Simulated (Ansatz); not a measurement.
The same path of CH₅AlB (8 atoms, charge 0, multiplicity 2) was run twice with different band settings. The coordinate that changes most is the dihedral H4–B1–C2–Al3.

These are results of Ansatz, UKS PBE/def2-SVP, not measurements.

Relaxed end points:

```xyz
8
Properties=species:S:1:pos:R:3
B -0.669 0.310 -0.660
C 0.477 0.734 0.253
Al 0.799 -1.134 0.958
H -0.448 -0.087 -1.793
H -1.814 0.258 -0.238
H 0.263 1.321 1.171
H 1.456 1.019 -0.186
H -0.063 -2.421 0.495
```

```xyz
8
Properties=species:S:1:pos:R:3
B -0.669 0.310 -0.661
C 0.477 0.734 0.253
Al 0.796 -1.134 0.960
H -1.815 0.263 -0.241
H -0.447 -0.091 -1.793
H 0.264 1.324 1.169
H 1.458 1.015 -0.185
H -0.065 -2.421 0.498
```

Common settings: movable images 9; climbing image yes; optimiser quadratic models (default); start path IDPP; force threshold 0.05 eV/Å; end points relaxed.

| run | spring | iteration limit |
| --- | --- | --- |
| 1 | 5.0 eV/Å² | 54 |
| 2 | 2.0 to 10.0 eV/Å², energy-weighted | 60 |

Question: What does each run give, and how far can it be trusted?

Answer: Run 1: converged after 8 iterations, highest image 0.578 eV above the first end. A vibrational analysis at the climbing image gives 2 clearly imaginary modes (417i, 155i cm⁻¹): a point of higher order, so a lower path passes nearby.
Run 2: converged after 9 iterations, highest image 0.578 eV above the first end. Another band between the same ends (9 images) ends at a top of the same energy, where a vibrational analysis finds 2 clearly imaginary modes.
